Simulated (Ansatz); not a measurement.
Geometry optimisation, RHF/def2-SVP (Ansatz).

input.yaml

```yaml
crystal:
  periodic: [false, false, false]
  atoms:
    - { symbol: B, position_ang: [-0.63714, 0.5642, -0.65019] }
    - { symbol: B, position_ang: [-0.05999, 0.0141, 0.77191] }
    - { symbol: S, position_ang: [1.29597, -1.12728, 0.87775] }
    - { symbol: H, position_ang: [-1.48611, 0.01105, -1.24223] }
    - { symbol: H, position_ang: [-0.215, 1.52479, -1.17549] }
    - { symbol: H, position_ang: [-0.46719, 0.30441, 1.83567] }
    - { symbol: H, position_ang: [1.56947, -1.29128, -0.41743] }
basis:
  gaussian: { orbitals: def2-SVP }
hamiltonian:
  xc: hf
relax:
  f_tol: 0.015
  max_steps: 40
output:
  orbitals: {}
```

Command:

```bash
$ ansatz run input.yaml --threads 1 --pin off --max-ram 2048MiB --backend cpu --events-out ev --progress --plain --runs-dir out
```

Q: Where does it end, and by what steps?

A: The forces met the threshold. After 7 steps the energy has fallen by 0.089 eV; H7 moved furthest, 0.11 Å.

```csv
step,energy less start (eV),largest force component (eV/Å),accepted
0,0.0000,0.677,yes
1,-0.0801,0.196,yes
2,-0.0873,0.073,yes
3,-0.0875,0.068,yes
4,-0.0833,0.180,no
5,-0.0884,0.022,yes
6,-0.0885,0.052,yes
7,-0.0886,0.006,yes
```

```xyz
7
Properties=species:S:1:pos:R:3
B -0.665 0.588 -0.685
B -0.033 -0.008 0.768
S 1.337 -1.162 0.906
H -1.558 0.024 -1.259
H -0.244 1.597 -1.185
H -0.480 0.317 1.834
H 1.642 -1.358 -0.381
```

Whether the end is a true minimum wasn't checked by a vibrational analysis.

The run took 4.1 s on 1 thread of Intel(R) Xeon(R) 6975P-C (Granite Rapids) (shared host), peak memory 0.12 GiB.
